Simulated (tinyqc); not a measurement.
UHF in the sto-3g basis, for H3O+, spin multiplicity 1, step by step. One step of it, computed by the program tinyqc.

Task: Orthogonalisation. S = U s U^T; symmetric (Loewdin) form X = U s^(-1/2) U^T, so that X^T S X = 1.

overlap S, lower triangle:
```
           1O 1s     1O 2s     1O 2px     1O 2py     1O 2pz     2H 1s     3H 1s     4H 1s
1O 1s   1.000000
1O 2s   0.236704  1.000000
1O 2px  0.000000  0.000000   1.000000
1O 2py  0.000000  0.000000   0.000000   1.000000
1O 2pz  0.000000  0.000000   0.000000   0.000000   1.000000
2H 1s   0.057950  0.494691   0.402272   0.000000  -0.033523  1.000000
3H 1s   0.057975  0.494811  -0.201205   0.348406  -0.033534  0.221981  1.000000
4H 1s   0.057975  0.494811  -0.201205  -0.348406  -0.033534  0.221981  0.222082  1.000000
```

Give: eigenvalues of S; X.

Result:

eigenvalues of S: 0.3111  0.3839  0.3839  0.9715  1.0084  1.3940  1.3941  2.1530

X, lower triangle:
```
          1O 1s    1O 2s   1O 2px   1O 2py  1O 2pz    2H 1s    3H 1s   4H 1s
1O 1s    1.0253
1O 2s   -0.1540   1.3754
1O 2px   0.0000  -0.0001   1.1461
1O 2py   0.0000   0.0000   0.0000   1.1462
1O 2pz   0.0021  -0.0235   0.0000   0.0000  1.0016
2H 1s    0.0211  -0.2967  -0.3054   0.0000  0.0198   1.2372
3H 1s    0.0211  -0.2968   0.1528  -0.2646  0.0198  -0.0774   1.2374
4H 1s    0.0211  -0.2968   0.1528   0.2646  0.0198  -0.0774  -0.0774  1.2374
```
